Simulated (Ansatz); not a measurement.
# LiH₂− (singlet): wave-function methods side by side at angle H2–Li1–H3 = 118.4°, aug-cc-pVTZ

The task here is to estimate one member of a computed series from the others.

The runs use Ansatz 0.2.0, Gaussian basis; aug-cc-pVTZ, core rule «outside noble gas», up to 1 orbitals frozen.

The runs, in order: UHF; CCSD(T) on RHF; BCCD(T) on RHF; CCSDT(Q) on RHF; Full CI.

19 further runs of the same task are left out: 7 for a known fault of the program, 8 that didn't finish, 4 set aside as unsound or not needed. Runs told in other sessions of the task aren't counted.

## The geometry

The geometry derives from a PBE0/def2-TZVPD stationary point (not a proven minimum). One angle is set to the value named; bond lengths are kept.

3 atoms, charge -1, spin multiplicity 1.

Atoms are counted from 1 here; the program's logs count them from 0.

Bond lengths: Li1–H2 1.733 Å, Li1–H3 1.733 Å. Angles: H2–Li1–H3 118.4°.

The first run:

File in.yaml:

```yaml
crystal:
  periodic: [false, false, false]
  atoms:
    - {symbol: Li, position_ang: [-0.199684, 0.000000, 0.000000]}
    - {symbol: H, position_ang: [0.687543, 0.000000, -1.488337]}
    - {symbol: H, position_ang: [0.687543, 0.000000, 1.488337]}
basis:
  gaussian: {orbitals: aug-cc-pVTZ}
total_charge: -1
magnetization: {spin_polarized: true, initial_magnetization: 0}
hamiltonian: {xc: hf}
output: {orbitals: {seedname: orbitals}}
```

On the command line:

```
ansatz run in.yaml --threads 1 --pin off --events-out ev --progress --plain --max-ram 2393MiB
```

Steps of the session up to this table: UHF; CCSD(T) on RHF; BCCD(T) on RHF; CCSDT(Q) on RHF; Full CI.

One table of the session follows, with a row left open; its other results are not shown here.

It belongs to the step «Misses and costs». 

```
   method  from FCI (meV)
      RHF         +2061.1
     RMP2          +472.5
    RCCSD           +17.2
 RCCSD(T)            +5.0
  BCCD(T)            +5.0
   RCCSDT               ?
RCCSDT(Q)             0.0
      FCI               0
```

**Question.** Estimate the row for RCCSDT.

**Answer.** from FCI (meV): +0.4. In the column «from FCI (meV)» it lies between FCI (0) and RCCSD(T) (+5.0).
